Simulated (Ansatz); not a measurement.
This Ansatz (a quantum-chemistry and plane-wave program) input (r2SCAN/aug-cc-pVQZ) gives -76.42975 Eh with 172 basis functions.

Ansatz 0.2 input:
```yaml
crystal:
  periodic: [false, false, false]
  atoms:
    - {symbol: O, position_ang: [0.00702152, 0.00134342, 0.11666744]}
    - {symbol: H, position_ang: [-0.04995842, 0.75929218, -0.47415850]}
    - {symbol: H, position_ang: [-0.00621371, -0.77003954, -0.45918106]}
basis:
  gaussian:
    orbitals: aug-cc-pVQZ
    final_grid: {core_spheres: 4, valence_spheres: 3, degree: 11}
hamiltonian:
  xc: {name: r2SCAN}
magnetization: {spin_polarized: false}
```

Change:
```diff
- final_grid: {core_spheres: 4, valence_spheres: 3, degree: 11}
+ final_grid: {core_spheres: 26, valence_spheres: 22, degree: 59}
```

Task: What does the run give now?

Result: -76.42812 Eh (r2SCAN/aug-cc-pVQZ, 172 functions), a change of +1.63 mEh.
